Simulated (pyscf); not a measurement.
9 silicon, germanium or tin steps of one kind (four-centre exchange, closed-shell): barrier in eV, from the separated reactants or the lowest minimum found. Single points on ωB97X-D3(BJ)/def2-SVP structures (PySCF, gas phase). Functionals in def2-TZVP; the last column is ωB97M-D3(BJ)/def2-TZVP. Rows were drawn at random from the steps of this kind and element class whose saddle was verified and whose references are stable.

```csv
step,PBE,r²SCAN,M06-2X,ωB97M-D3(BJ)
H₃Si–S–SiH₃ + H₂O → HO–SiH₃ + H₃Si–SH,0.78,0.79,0.86,0.89
F–CH(F)–SiH₃ + H₂O → HO–SiH₃ + F–CH₂–F,1.60,1.65,1.74,1.78
H₃Ge–SnH₃ + HCl -> Cl–SnH₂–GeH₃ + H₂,0.98,1.03,1.08,1.31
H₃Si–O–AsH₂ + H₂ → AsH₃ + HO–SiH₃,1.82,2.02,2.27,2.17
H₃C–GeH₃ + HCl → H₃C–GeH₂–Cl + H₂,1.35,1.41,1.41,1.60
HCl + HO–Ge(Cl)(Cl)–Cl → Cl–Ge(Cl)(Cl)–Cl + H₂O,0.55,0.58,0.65,0.72
H₃Ge–AsH₂ + H₂O → HO–GeH₂–AsH₂ + H₂,1.68,1.77,1.82,1.94
H₃Si–GeH₃ + HCl -> H₃Si–GeH₂–Cl + H₂,1.37,1.44,1.40,1.58
F–CH(F)–Si(F)(F)–O–Si(F)(F)–F + HF → F–Si(F)(F)–O–Si(F)(F)–F + F–CH₂–F,1.54,1.52,1.78,1.78
```

Differences from the last column (eV): PBE: mean -0.23, median -0.24, mean size 0.23, lower in 9 of 9; r²SCAN: mean -0.17, median -0.15, mean size 0.17, lower in 9 of 9; M06-2X: mean -0.08, median -0.07, mean size 0.11, lower in 7 of 9. PBE is closest for row 1 (0.11 eV apart) and farthest for row 4 (0.35 eV). PBE, r²SCAN and M06-2X carry no added dispersion term. The last column is a level with limits of its own. Each barrier is that of the saddle found. Elements up to Kr have no core potential and no relativistic terms here. Elements past Kr carry the def2 core potentials, without spin-orbit coupling.
